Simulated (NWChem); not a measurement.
## Correlation energy of sulfur dioxide (O2S)

SMILES: O=S=O
```xyz
3

O      1.2504     0.0000    -0.3713
S      0.0000     0.0000     0.3713
O     -1.2504     0.0000    -0.3713
```
Charge 0, spin multiplicity 1.

All runs are NWChem calculations. All single points use one geometry, from PBE0/def2-SVP, a minimum by its harmonic frequencies.

Basis set: STO-3G. Each correlation energy counts from its own Hartree-Fock reference.

The correlated methods keep 7 core orbitals frozen. Coupled-cluster values serve here as a point of comparison, not as the truth.

Problem. One of these methods gave a correlation energy of -198.7 mHa. Which?
(A) SCS-MP2
(B) MP2
(C) CCSD(T)
(D) CCSD+T(CCSD)

Solution. B, MP2. The others give -196.9 (SCS-MP2), -220.2 (CCSD+T(CCSD)), -215.8 (CCSD(T)).
